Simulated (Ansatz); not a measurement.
# SiH− (triplet): wave-function methods side by side, aug-cc-pVTZ

The task here is to estimate one member of a computed series from the others.

The runs use Ansatz 0.2.0, Gaussian basis; aug-cc-pVTZ, core rule «outside noble gas», up to 5 orbitals frozen.

Plan: UHF; CCSD(T) on ROHF; CCSD(T) on UHF; BCCD(T) on ROHF; CCSDT(Q) on ROHF; CCSDT(Q) on UHF; CASSCF and MRCISD+Q, 6 electrons in 5 orbitals; CASSCF and MRCISD+Q(relaxed), 6 electrons in 5 orbitals; CASSCF and NEVPT2, 6 electrons in 5 orbitals.

4 further runs of the same task are left out: 4 set aside as unsound or not needed.

## What is computed

The geometry is a PBE0/def2-TZVPD stationary point (not a proven minimum) of the parent state, kept for this charge and spin.

2 atoms, charge -1, spin multiplicity 3.

Atoms are counted from 1 here; the program's logs count them from 0.

Bond lengths: Si1–H2 1.558 Å.

Set-up of the first run:

Contents of in.yaml:

```yaml
crystal:
  periodic: [false, false, false]
  atoms:
    - {symbol: Si, position_ang: [0.000000, 0.000000, 0.000000]}
    - {symbol: H, position_ang: [0.000000, 0.000000, 1.557600]}
basis:
  gaussian: {orbitals: aug-cc-pVTZ}
total_charge: -1
magnetization: {spin_polarized: true, initial_magnetization: 2}
hamiltonian: {xc: hf}
output: {orbitals: {seedname: orbitals}}
```

Started as:

```
$ ansatz run in.yaml --threads 1 --pin off --events-out ev --progress --plain --max-ram 3956MiB --backend cpu
```

Steps of the session up to this table: UHF; CCSD(T) on ROHF; CCSD(T) on UHF; BCCD(T) on ROHF; CCSDT(Q) on ROHF; CCSDT(Q) on UHF; CASSCF and MRCISD+Q, 6 electrons in 5 orbitals; CASSCF and MRCISD+Q(relaxed), 6 electrons in 5 orbitals; CASSCF and NEVPT2, 6 electrons in 5 orbitals.

One of the session's tables, all rows but one given; the rest of the session is left out.

It belongs to the step «Misses and costs». 

| method | from UCCSDT(Q) (kcal/mol) |
| --- | --- |
| ROHF | +83.69 |
| UHF | +80.11 |
| RMP2 | +17.00 |
| UMP2 | +18.12 |
| RCCSD | +4.28 |
| UCCSD | +4.12 |
| RCCSD(T) | +0.83 |
| UCCSD(T) | +0.83 |
| BCCD(T) | +0.83 |
| RCCSDT | +0.17 |
| UCCSDT | +0.14 |
| RCCSDT(Q) | +0.02 |
| UCCSDT(Q) | 0 |
| CASSCF valence | +73.25 |
| NEVPT2 valence | ? |
| MRCISD valence | +6.18 |
| MRCISD+Q valence | +0.71 |
| MRCISD+Q(relaxed) valence | +0.43 |

**Question.** Estimate the row for NEVPT2 valence.

**Answer.** from UCCSDT(Q) (kcal/mol): +19.72. In the column «from UCCSDT(Q) (kcal/mol)» it lies between UMP2 (+18.12) and CASSCF valence (+73.25).

To keep in mind: Restricted and unrestricted rows rest on different reference determinants; where their highest levels disagree by more than a few hundredths of an eV, they describe different states and don't form one ladder.
